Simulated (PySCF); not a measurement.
C3H4O: g tensor and hyperfine couplings

Species: C₃H₄O (triplet state).
Z-matrix (Å and degrees, GFN2-xTB geometry), rows numbered from 1:
```
C 
C   1  1.4450
C   2  1.3849  1  133.42
O   3  1.2203  2  131.40  1  -179.50
H   1  1.0929  2  109.76  3  -130.99
H   1  1.0967  2  113.45  3    -9.04
H   1  1.0941  2  109.54  3   112.37
H   3  1.1292  2  110.87  1     0.50
```

The hyperfine couplings belong to this conformer and change with its torsions.

The species is `C[C]C=O` [triplet].

Computed with UKS B3LYP, pcH-1 on C H O, non-relativistic, mean-field spin-orbit, GIAO (PySCF). The structure is a single GFN2-xTB conformer in the gas phase; no vibrational or solvent corrections. This triplet need not be the ground state; the singlet was not compared here. A GFN2-xTB geometry isn't a minimum of the functional, and hyperfine couplings can be far from their values at a DFT geometry. No stability test was run, so a lower SCF solution isn't excluded.

```
g1, g2, g3                      : 2.00238, 2.00334, 2.00618
g_iso                           : 2.00396
Form of g                       : rhombic: the two nearest values differ by 25 % of g3 − g1
⟨S²⟩                            : 2.0191 (exact 2.0000)
α and β electrons               : 16, 14
HOMO–LUMO gap, α and β orbitals : 7.31, 3.70 eV
Total energy                    : -191.82849 Eh
Basis functions                 : 140
```

Hyperfine couplings atom by atom, in MHz; T1 to T3 are the principal values of the dipolar part:

| atom | isotope | a_iso | T1 | T2 | T3 | Mulliken spin population |
| --- | --- | --- | --- | --- | --- | --- |
| C1 | 13C | -2.9 | -3.4 | -1.3 | 4.8 | -0.10 |
| C2 | 13C | 177.8 | -68.2 | 23.9 | 44.3 | 1.61 |
| C3 | 13C | -17.9 | -10.3 | -1.1 | 11.5 | -0.13 |
| O4 | 17O | -14.8 | -55.7 | 25.7 | 30.0 | 0.37 |
| H5 | 1H | 58.0 | -5.5 | -4.2 | 9.7 | 0.04 |
| H6 | 1H | 68.0 | -4.3 | -2.5 | 6.8 | 0.07 |
| H7 | 1H | 64.1 | -5.4 | -4.0 | 9.4 | 0.05 |
| H8 | 1H | 73.0 | -5.7 | -1.6 | 7.4 | 0.09 |

The largest Mulliken spin populations are on C2 (+1.61), O4 (+0.37), C3 (-0.13) and C1 (-0.10). The positive populations add up to 2.23 and the negative ones to -0.23, together 2S = 2.

Axes: g3 points within 8° of the C1–C2 bond.

The 17O coupling of O4 (-14.8 MHz) shows only in satellite lines or after enrichment, since that isotope makes up about 0.038 % of natural oxygen.

The 13C coupling of C2 (177.8 MHz) shows only in satellite lines or after enrichment, since that isotope makes up about 1.07 % of natural carbon.
